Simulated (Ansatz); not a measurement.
Torsion profile

C$_{2}$H$_{6}$O (SMILES CCO), singlet, at its PBE0-D4/def2-TZVP minimum:

C1  (-0.536, 0.572, -0.468)
C2  (0.307, -0.600, -0.015)
O3  (1.206, -0.261, 1.022)
H4  (-1.182, 0.285, -1.303)
H5  (0.098, 1.401, -0.789)
H6  (-1.182, 0.928, 0.341)
H7  (0.932, -0.957, -0.837)
H8  (-0.338, -1.438, 0.286)
H9  (0.695, 0.070, 1.765)
(Å)

The dihedral angle C1–C2–O3–H9 (58.8° at the minimum) is set to the values below, the two halves turning rigidly about the central bond. Each method's energies count from its own value at the PBE0-D4 minimum structure. Computed with Ansatz 0.2.0 (basis: def2-TZVPP); correlated methods freeze the cores.

CCSD(T) energies along the scan:
```
dihedral angle (°)  CCSD(T) (kJ/mol)
            -160.0              6.08
            -130.0              8.35
            -100.0              8.07
             -70.0              5.79
             -40.0              5.72
             -10.0              6.90
              20.0              4.20
              50.0              0.30
              80.0              1.34
             110.0              5.37
             140.0              6.70
             170.0              5.49
```
They count from the CCSD(T) energy at the PBE0-D4 minimum.

Largest difference from the CCSD(T) curve over the scan: r2SCAN-D4 0.47; wB97M-V 0.41; HF 1.77 kJ/mol. Each curve counts from its own value at the minimum.

T1 diagnostic: at most 0.010.

For scale, one of the runs: CCSD(T)/def2-TZVPP, 177 basis functions (an equivalent command: `ansatz run in.yaml --threads 2`). Hardware: 2 CPU threads, shared host. Wall time 34 s; peak host memory 1.7 GiB.
